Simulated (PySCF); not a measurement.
C₅H₁₁ (doublet state).
Structure used (GFN2-xTB), in Å, numbered top down from 1:
```
atom  x, y, z in Å
C1    -0.8927   -0.1558    1.3196
C2    -0.0655   -0.0344    0.1006
C3    -0.0089    1.4523   -0.3269
C4    -0.6772   -0.8473   -1.0469
C5     1.3647   -0.5160    0.3725
H6    -0.4582   -0.0155    2.2901
H7    -1.9580   -0.2575    1.2481
H8     0.4279    2.0568    0.4642
H9     0.5968    1.5582   -1.2243
H10   -1.0093    1.8243   -0.5335
H11   -0.0761   -0.7435   -1.9476
H12   -0.7233   -1.9011   -0.7817
H13   -1.6851   -0.5026   -1.2644
H14    1.8195    0.0666    1.1699
H15    1.3616   -1.5619    0.6702
H16    1.9761   -0.4136   -0.5213
```

Identity: `[CH2]C(C)(C)C` [radical].

Computed with UKS B3LYP, pcH-1 on C H, non-relativistic, mean-field spin-orbit, GIAO in PySCF. Isolated species at its GFN2-xTB geometry, gas phase. The geometry wasn't refined by DFT: couplings that depend on bond lengths, twists or pyramidal angles can differ widely from those at the functional's own minimum. The SCF solution wasn't tested for stability.

Task: The isotropic 13C couplings, averaged over equivalent nuclei, are +92.8, +38.5, -29.4 MHz. Assign them to C1; C2; C3/C4/C5.

Result: 
```
    site  a_iso (MHz)  ρ(0) (bohr⁻³)                 position  distance from C1 (Å)  spin population  largest |T| (MHz)
      C1        +92.8        +0.0825  largest spin population                  0.00            +1.09              162.1
      C2        -29.4        -0.0262           1 bond from C1                  1.48            -0.07                2.1
C3/C4/C5        +38.5        +0.0342          2 bonds from C1                  2.47            +0.02                6.2
```

Task: Match the computed a_iso(1H) values -62.5, +3.2 MHz (means over equivalent nuclei) with the sites H6/H7; H8 (×9).

Result: 
```json
{"site": "H6/H7", "a_iso (MHz)": "-62.5", "ρ(0) (bohr⁻³)": "-0.0140", "position": "α, 1 bond from C1", "distance from C1 (Å)": "1.07", "bound to": "C1", "spin population there": "+1.09", "largest |T| (MHz)": "39.5"}
{"site": "H8 (×9)", "a_iso (MHz)": "+3.2", "ρ(0) (bohr⁻³)": "+0.0007", "position": "γ, 3 bonds from C1", "distance from C1 (Å)": "2.96", "bound to": "C3/C4/C5", "spin population there": "+0.02", "largest |T| (MHz)": "6.0"}
```

ρ(0) is the spin density at the nucleus and T the dipolar tensor; entries for several nuclei are means. Largest spin populations (Mulliken): C1 (+1.09) and C2 (-0.07). C1 is the only atom above +0.15. The angles at C1 add up to 359.5°, so it is planar; its axial dipolar tensor and the negative couplings of its protons fit spin in a p orbital normal to that plane.

Examples of negative spin density at the nucleus (bohr⁻³): C2 (-0.0262) and H6/H7 (-0.0140).

Means are taken over nuclei equivalent by connectivity, which assumes that they swap fast. The nine 1H nuclei of mean +3.2 MHz run from -1.9 to 30.1 MHz in the frozen geometry. The 13C value of +38.5 MHz is a mean of couplings from 18.4 to 78.6 MHz in this one geometry, not an average over conformers.

Time: 36 s (grids of density and orbitals included); peak memory 0.90 GiB. Hardware: Arm Neoverse V2, one thread, no GPU, on a shared host.
